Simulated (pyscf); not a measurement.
Thermochemistry of product channels of H₃C–SiH(O–SiH₃)–O–SiH₃ + H atom (H•) on the doublet surface, in eV, from ωB97M-D3(BJ)/def2-TZVP energies (ideal gas, 1 atm, RRHO with modes under 100 cm⁻¹ raised to 100, one conformer, R ln 2 for chiral ones without a mode under 150 cm⁻¹). PySCF, gas phase, ωB97X-D3(BJ)/def2-SVP geometries.

```
products                                   ΔE  ΔH(298 K)  ΔG(298 K)  ΔG(1200 K)
--------------------------------------  -----  ---------  ---------  ----------
H₃Si–O–SiH•–O–SiH₃ + methane (CH₄)      -0.51      -0.34      -0.47       -0.70
H₃C–Si•(O–SiH₃)–O–SiH₃ + hydrogen (H₂)  -0.31      -0.27      -0.34       -0.54
```

These are energies of the channels, which say nothing of barriers.
